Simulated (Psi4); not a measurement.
# SiF2 (SMILES F[Si]F): a chain of runs

We compute a geometry optimisation (singlet SiF2, r2SCAN-3c/def2-mTZVPP), then the energy (doublet [SiF2]+, U-r2SCAN-3c/def2-mTZVPP), then a structure relaxation (doublet [SiF2]+, U-r2SCAN-3c/def2-mTZVPP), then a single-point energy (singlet SiF2, r2SCAN-3c/def2-mTZVPP) of F2Si. 

Program for the calculation: Psi4 1.11.

## Step 1: The structure to begin with

SiF2 has 3 atoms, charge 0, and is taken as a singlet. SMILES: `F[Si]F`. The coordinates come from a GFN2-xTB relaxation. The run starts from this shape.

Bond lengths: Si1–F2 1.617 Å, Si1–F3 1.616 Å. Angles: F2–Si1–F3 92.6°.

## Step 2: A geometry optimisation at r2SCAN-3c/def2-mTZVPP (density fitting) (run 1)

Contents of input.in:

```
memory 1.6 GB

molecule m {
  Si     0.004220    -0.007680    -0.744810
  F      1.165930    -0.017340     0.380560
  F     -1.170150     0.025020     0.364240
}


energy_value = opt("r2scan-3c")
print_variables()
```

Run with:

```bash
$ psi4 -i input.in -o input.out -n 1
```

input.out:

```text
[...]
  Running in cs symmetry.
[...]
  Nuclear repulsion =  100.838229127014060
[...]
  Multiplicity = 1
[...]
  Nalpha       = 16
  Nbeta        = 16
[...]
    Number of basis functions: 75
[...]
   @DF-RKS iter   1:  -489.13788341191758   -3.86802e-01   1.06884e-02 ADIIS/DIIS
[...]
   @DF-RKS iter   7:  -489.25160786288927   -1.13687e-13   9.37697e-10 DIIS
[...]
    Orbital Energies [Eh]
    ---------------------
    Doubly Occupied:
       1Ap   -65.931485     2Ap   -24.497669     3Ap   -24.497653
       4Ap    -5.280851     1App   -3.626416     5Ap    -3.623451
       6Ap    -3.619304     7Ap    -1.172096     8Ap    -1.152501
       9Ap    -0.527403    10Ap    -0.463137     2App   -0.430481
      11Ap    -0.429869     3App   -0.402132    12Ap    -0.384149
      13Ap    -0.270848
[...]
  @DF-RKS Final Energy:  -489.25160786288927
   => Energetics <=
    Nuclear Repulsion Energy =             99.8763391712052453
    One-Electron Energy =                -878.8915624158448736
    Two-Electron Energy =                 331.5338695778257261
    DFT Exchange-Correlation Energy =     -41.7723241830710847
    Empirical Dispersion Energy =           0.0020699869957128
    VV10 Nonlocal Energy =                  0.0000000000000000
    Total Energy =                       -489.2516078628892728
[...]
  -Total Gradient:
     Atom            X                  Y                   Z
    ------   -----------------  -----------------  -----------------
       1        0.000006660097    -0.000207305750     0.000000000000
       2       -0.000044097016    -0.000173614762     0.000000000000
       3        0.000033496703    -0.000181044631     0.000000000000
[...]
```

The script printed:

```text
Optimizer: Optimization complete!
```

Run time: 16 s. Hardware: 1 thread of Intel Xeon Gold 6455B (Sapphire Rapids), shared host; peak memory 0.56 GiB.

Steps, from the record of the run:

| step | energy from the first frame kept (eV) | largest force (eV/Å) |
| --- | --- | --- |
| 0 | 0.0000 | 0.8527 |
| 1 | -0.0699 | 0.2413 |
| 2 | -0.0735 | 0.0751 |
| 3 | -0.0738 | 0.0254 |
| 4 | -0.0739 | 0.0107 |

After the run. Bond lengths: Si1–F2 1.614 Å, Si1–F3 1.614 Å. Angles: F2–Si1–F3 100.7°.

## Step 3: The doublet cation: a single-point energy at U-r2SCAN-3c/def2-mTZVPP (density fitting) (run 2)

Contents of f2si.xyz:

```xyz
3
F2Si
Si     0.004467    -0.007168    -0.694255
F      1.240268    -0.019071     0.343583
F     -1.244853     0.025997     0.326769
```

Contents of run.py:

```python
import psi4

psi4.set_memory('1600 MB')
psi4.set_num_threads(1)
psi4.set_output_file('psi4.out', False)

with open('f2si.xyz') as f:
    atoms = ''.join(f.readlines()[2:])
molecule = psi4.geometry('1 2\n' + atoms + '')

psi4.set_options(dict(reference='uks'))

e_tot = psi4.energy("R2SCAN-3C", molecule=molecule)
print(f'R2SCAN-3C energy: {e_tot:.10f} Eh')
for k, v in sorted(psi4.core.scalar_variables().items()):
    print(f'{k:45s} {v:18.10f}')
```

Run with:

```bash
$ python run.py
```

psi4.out:

```text
[...]
  Running in cs symmetry.
[...]
  Nuclear repulsion =   99.876333847608691
[...]
  Multiplicity = 2
[...]
  Nalpha       = 16
  Nbeta        = 15
[...]
    Number of basis functions: 75
[...]
   @DF-UKS iter   1:  -488.74694355825739    5.37239e-03   9.58581e-03 ADIIS/DIIS
[...]
   @DF-UKS iter  10:  -488.85309353179463   -3.67737e-09   1.45071e-07 DIIS
[...]
   @S^2 Observed:                7.538838606E-01
[...]
  @DF-UKS Final Energy:  -488.85309353179463
   => Energetics <=
    Nuclear Repulsion Energy =             99.8763338476086915
    One-Electron Energy =                -868.8741191655566354
    Two-Electron Energy =                 321.5910997851078719
    DFT Exchange-Correlation Energy =     -41.4484985365095966
    Empirical Dispersion Energy =           0.0020905375550885
    VV10 Nonlocal Energy =                  0.0000000000000000
    Total Energy =                       -488.8530935317946273
[...]
 Multipole Moments:
 ------------------------------------------------------------------------------------
     Multipole            Electronic (a.u.)      Nuclear  (a.u.)        Total (a.u.)
 ------------------------------------------------------------------------------------
 L = 1.  Multiply by 2.5417464519 to convert [e a0] to [Debye]
 Dipole X            :         -0.0058971           -0.0056494           -0.0115465
 Dipole Y            :         -0.8753221           -0.8365971           -1.7119192
 Dipole Z            :          0.0000000            0.0000000            0.0000000
 Magnitude           :                                                    1.7119581
[...]
```

On the terminal:

```text
R2SCAN-3C energy: -488.8530935318 Eh
CURRENT ENERGY                                   -488.8530935318
CURRENT REFERENCE ENERGY                         -488.8530935318
DD SOLVATION ENERGY                                 0.0000000000
DFT FUNCTIONAL TOTAL ENERGY                      -488.8551840693
DFT TOTAL ENERGY                                 -488.8530935318
DFT VV10 ENERGY                                     0.0000000000
DFT XC ENERGY                                     -41.4484985365
DISPERSION CORRECTION ENERGY                        0.0020905376
GRID ELECTRONS ALPHA                               15.9999919701
GRID ELECTRONS BETA                                14.9999935345
GRID ELECTRONS TOTAL                               30.9999855046
NUCLEAR REPULSION ENERGY                           99.8763338476
ONE-ELECTRON ENERGY                              -868.8741191656
PCM POLARIZATION ENERGY                             0.0000000000
PE ENERGY                                           0.0000000000
R2SCAN3C DISPERSION CORRECTION ENERGY              -0.0002925362
SCF ITERATION ENERGY                             -488.8530935318
SCF ITERATIONS                                     10.0000000000
SCF TOTAL ENERGY                                 -488.8530935318
TWO-ELECTRON ENERGY                               321.5910997851
XC GRID RADIAL POINTS                              75.0000000000
XC GRID SPHERICAL POINTS                          302.0000000000
XC GRID TOTAL POINTS                            65478.0000000000
```

It took 6.6 s on 1 thread of Intel Xeon Gold 6455B (Sapphire Rapids), shared host; peak memory 0.53 GiB.

## Step 4: The doublet cation: a structure relaxation at U-r2SCAN-3c/def2-mTZVPP (density fitting) (run 3)

Contents of f2si.py:

```python
import psi4

psi4.set_memory(1600000000)
psi4.set_num_threads(1)
psi4.set_output_file('run.log', False)

m = psi4.geometry("""
1 2
Si     0.00844141    -0.01354556    -1.31195181
F      2.34376684    -0.03603897     0.64927777
F     -2.35243124     0.04912721     0.61750392
units bohr
symmetry c1
""")

psi4.set_options(dict(reference='uks'))

e = psi4.optimize("R2SCAN-3C")
print(f'total energy {e:.8f} hartree = {e * 27.211386:.5f} eV')
m.save_xyz_file('final.xyz', False)
for k, v in sorted(psi4.core.scalar_variables().items()):
    print(f'{k:45s} {v:18.10f}')
```

Run with:

```bash
$ python f2si.py
```

run.log:

```text
[...]
  Running in c1 symmetry.
[...]
  Nuclear repulsion =   99.876333827905128
[...]
  Multiplicity = 2
[...]
  Nalpha       = 16
  Nbeta        = 15
[...]
    Number of basis functions: 75
[...]
   @DF-UKS iter   0:  -488.88832603726280   -4.88888e+02   2.42069e-03
[...]
   @DF-UKS iter   6:  -488.86794848723162   -1.87583e-12   6.57106e-09 DIIS
[...]
   @S^2 Observed:                7.532460665E-01
[...]
  @DF-UKS Final Energy:  -488.86794848723162
   => Energetics <=
    Nuclear Repulsion Energy =            102.3410537069028550
    One-Electron Energy =                -873.4655187770993052
    Two-Electron Energy =                 323.7685835513053121
    DFT Exchange-Correlation Energy =     -41.5138179886857515
    Empirical Dispersion Energy =           0.0017510203452778
    VV10 Nonlocal Energy =                  0.0000000000000000
    Total Energy =                       -488.8679484872316152
[...]
  -Total Gradient:
     Atom            X                  Y                   Z
    ------   -----------------  -----------------  -----------------
       1       -0.000003359628    -0.000504699708     0.000000000000
       2        0.000004399540    -0.000363764598    -0.000000000000
       3       -0.000009372404    -0.000363699780    -0.000000000000
[...]
    Final optimized geometry and variables:
    Molecular point group: c1
    Full point group: Cs
    Geometry (in Bohr), charge = 1, multiplicity = 2:
    SI          -0.005677362634    -0.839436255887     0.000000000000
    F           -2.524936095197     0.635179453221     0.000000000000
    F            2.533296542965     0.600968988326    -0.000000000000
[...]
```

The script printed:

```text
Optimizer: Optimization complete!
total energy -488.86794849 hartree = -13302.77445 eV
CURRENT ENERGY                                   -488.8679484872
CURRENT REFERENCE ENERGY                         -488.8679484872
DD SOLVATION ENERGY                                 0.0000000000
DFT FUNCTIONAL TOTAL ENERGY                      -488.8696995076
DFT TOTAL ENERGY                                 -488.8679484872
DFT VV10 ENERGY                                     0.0000000000
DFT XC ENERGY                                     -41.5138179887
DISPERSION CORRECTION ENERGY                       -0.0002911839
GRID ELECTRONS ALPHA                               15.9999970156
GRID ELECTRONS BETA                                14.9999958989
GRID ELECTRONS TOTAL                               30.9999929144
NUCLEAR REPULSION ENERGY                          102.3410537069
ONE-ELECTRON ENERGY                              -873.4655187771
OPTIMIZATION ITERATIONS                             6.0000000000
PCM POLARIZATION ENERGY                             0.0000000000
PE ENERGY                                           0.0000000000
R2SCAN3C DISPERSION CORRECTION ENERGY              -0.0002911839
SCF ITERATION ENERGY                             -488.8679484872
SCF ITERATIONS                                      6.0000000000
SCF TOTAL ENERGY                                 -488.8679484872
TWO-ELECTRON ENERGY                               323.7685835513
XC GRID RADIAL POINTS                              75.0000000000
XC GRID SPHERICAL POINTS                          302.0000000000
XC GRID TOTAL POINTS                            65442.0000000000
```

Run time: 26 s. Hardware: 1 thread of Intel Xeon Gold 6455B (Sapphire Rapids), shared host; peak memory 0.56 GiB.

Steps, from the record of the run:

| step | energy from the first frame kept (eV) | largest force (eV/Å) |
| --- | --- | --- |
| 0 | 0.0000 | 4.2250 |
| 1 | -0.3493 | 1.6366 |
| 2 | -0.4020 | 0.3188 |
| 3 | -0.4042 | 0.0686 |
| 4 | -0.4043 | 0.0278 |
| 5 | -0.4042 | 0.0260 |

After the run. Bond lengths: Si1–F2 1.545 Å, Si1–F3 1.545 Å. Angles: F2–Si1–F3 120.1°.

## Step 5: The energy at r2SCAN-3c/def2-mTZVPP (density fitting) (run 4)

Contents of input.dat:

```
memory 1.6 GB

molecule geom {
  0 1
  Si     0.003495    -0.005632    -0.545554
  F      1.336554    -0.021935     0.234739
  F     -1.339708     0.026600     0.216636
}


result, w = energy('r2scan-3c', return_wfn=True)
print_variables()
```

Run with:

```bash
$ psi4 -i input.dat -o output.dat -n 1
```

output.dat:

```text
[...]
  Running in cs symmetry.
[...]
  Nuclear repulsion =  102.341025658389228
[...]
  Multiplicity = 1
[...]
  Nalpha       = 16
  Nbeta        = 16
[...]
    Number of basis functions: 75
[...]
   @DF-RKS iter   1:  -489.13167178606631   -2.75065e-01   1.04558e-02 DIIS/ADIIS
[...]
   @DF-RKS iter   7:  -489.23461149928011   -1.09156e-08   6.44910e-07 DIIS
[...]
  @DF-RKS Final Energy:  -489.23461149928011
   => Energetics <=
    Nuclear Repulsion Energy =            102.3410256583892277
    One-Electron Energy =                -883.4396298403682977
    Two-Electron Energy =                 333.6826616415477247
    DFT Exchange-Correlation Energy =     -41.8203993177493345
    Empirical Dispersion Energy =           0.0017303589005800
    VV10 Nonlocal Energy =                  0.0000000000000000
    Total Energy =                       -489.2346114992801063
[...]
 Multipole Moments:
 ------------------------------------------------------------------------------------
     Multipole            Electronic (a.u.)      Nuclear  (a.u.)        Total (a.u.)
 ------------------------------------------------------------------------------------
 L = 1.  Multiply by 2.5417464519 to convert [e a0] to [Debye]
 Dipole X            :          0.0049666           -0.0042388            0.0007278
 Dipole Y            :          0.7345874           -0.6267719            0.1078155
 Dipole Z            :          0.0000000            0.0000000            0.0000000
 Magnitude           :                                                    0.1078180
[...]
```

It took 4.8 s on 1 thread of Intel Xeon Gold 6455B (Sapphire Rapids), shared host; peak memory 0.53 GiB.

## Step 6: Summary of results

| quantity | value |
| --- | --- |
| run 1, r2SCAN-3c/def2-mTZVPP: total energy at the end | -489.25161 Eh |
| run 1, r2SCAN-3c/def2-mTZVPP: dipole moment | 1.03 D |
| run 1, r2SCAN-3c/def2-mTZVPP: HOMO energy | -7.37 eV |
| run 1, r2SCAN-3c/def2-mTZVPP: LUMO energy | -2.93 eV |
| run 1, r2SCAN-3c/def2-mTZVPP: HOMO–LUMO gap | 4.44 eV |
| doublet cation, run 2: total energy | -488.85309 Eh |
| doublet cation, run 2: HOMO energy (highest over α and β) | -16.85 eV |
| doublet cation, run 2: LUMO energy (lowest over α and β) | -13.95 eV |
| doublet cation, run 2: ⟨S²⟩ | 0.754 |
| doublet cation, run 3: total energy at the end | -488.86795 Eh |
| doublet cation, run 3: HOMO energy (highest over α and β) | -16.13 eV |
| doublet cation, run 3: LUMO energy (lowest over α and β) | -13.03 eV |
| doublet cation, run 3: ⟨S²⟩ | 0.753 |
| run 4, r2SCAN-3c/def2-mTZVPP: total energy | -489.23461 Eh |
| run 4, r2SCAN-3c/def2-mTZVPP: dipole moment | 0.27 D |
| run 4, r2SCAN-3c/def2-mTZVPP: HOMO energy | -6.55 eV |
| run 4, r2SCAN-3c/def2-mTZVPP: LUMO energy | -2.52 eV |
| run 4, r2SCAN-3c/def2-mTZVPP: HOMO–LUMO gap | 4.03 eV |
| adiabatic ionisation energy (to the doublet cation, no zero-point term) | 10.440 eV |

**Reading.** The adiabatic ionisation energy (to the doublet cation, no zero-point term) is 10.44 eV (241 kcal/mol). The optimisation (run 1, r2SCAN-3c/def2-mTZVPP) took 5 steps and changed the energy by -0.074 eV. The optimisation (doublet cation, run 3) took 6 steps and changed the energy by -0.404 eV.
